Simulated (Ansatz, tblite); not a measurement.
Removing and adding an electron: the cluster Si2H4 (the lowest singlet isomer of a short search). The state is a singlet with charge 0. Geometry: PBE-D4/def2-TZVP. Ansatz, gas phase; energy differences of separate SCF runs; the oxidised species was run as a doublet alone; the reduced species was run as a doublet alone.

```tsv
atom	x (Å)	y (Å)	z (Å)
Si1	0.853	0.378	-0.557
Si2	-0.853	-0.378	0.558
H3	-2.197	-0.365	-0.093
H4	2.197	0.364	0.092
H5	-0.930	-0.104	2.023
H6	0.929	0.105	-2.023
```

The xTB rows come from tblite. Correlated methods freeze 10 core orbitals. The structure comes from a short search, and lower isomers may exist.

```
               level  −HOMO (eV)  vertical IE (eV)  −LUMO (eV)  vertical EA (eV)  HOMO–LUMO gap (eV)  IE − EA (eV)                                                                remarks
            GFN1-xTB        9.89             12.38        8.17              6.19                1.71          6.19                                                                      –
            GFN2-xTB        7.98             10.98        6.53              3.75                1.46          7.22                                                                      –
    PBE-D4/def2-TZVP        5.38              8.21        2.96                 –                2.42             –                                                                      –
   PBE-D4/def2-TZVPD        5.38                 –        2.98              0.56                2.41             –  HOMO above zero (-1 doublet), restricted SCF unstable in HF (singlet)
 r2SCAN-D4/def2-TZVP        5.54              8.14        2.87                 –                2.67             –                                restricted SCF unstable in HF (singlet)
r2SCAN-D4/def2-TZVPD        5.53                 –        2.87              0.61                2.66             –  HOMO above zero (-1 doublet), restricted SCF unstable in HF (singlet)
   PBE0-D4/def2-TZVP        6.16              8.12        2.25                 –                3.91             –                                restricted SCF unstable in HF (singlet)
  PBE0-D4/def2-TZVPD        6.16                 –        2.27              0.61                3.89             –  HOMO above zero (-1 doublet), restricted SCF unstable in HF (singlet)
      MP2/def2-TZVPD           –                 –           –              0.28                   –             –                                      restricted SCF unstable (singlet)
      MP2/def2-TZVPP           –              8.13           –                 –                   –             –                                      restricted SCF unstable (singlet)
     CCSD/def2-TZVPD           –                 –           –              0.33                   –             –                                      restricted SCF unstable (singlet)
     CCSD/def2-TZVPP           –              8.11           –                 –                   –             –                                      restricted SCF unstable (singlet)
  CCSD(T)/def2-TZVPD           –                 –           –              0.32                   –             –                                      restricted SCF unstable (singlet)
  CCSD(T)/def2-TZVPP           –              8.26           –                 –                   –             –                                      restricted SCF unstable (singlet)
```

Relaxing the reduced species (PBE-D4/def2-TZVPD) changes its energy by -0.71 eV at PBE-D4/def2-TZVPD, so the adiabatic electron affinity to this nearest minimum is 1.27 eV. At PBE0-D4/def2-TZVPD it is 1.28 eV. The highest occupied level of the relaxed charge -1 doublet lies above zero (up to 0.80 eV). By energy differences its removal costs 1.27 eV (each at its own geometry, to the charge 0 singlet, at PBE-D4/def2-TZVPD); the vertical value is larger still, so the positive level points to self-interaction error.  Run but left out: HF/def2-TZVPP, HF/def2-TZVPD (singlet: restricted singlet, unstable towards broken spin symmetry).   A HOMO above zero means that the electron is unbound at that level or that self-interaction error raises the level; the energy of removing that electron tells which. Raw xTB energy differences between charge states are shifted by several eV; the methods need an empirical correction for them.
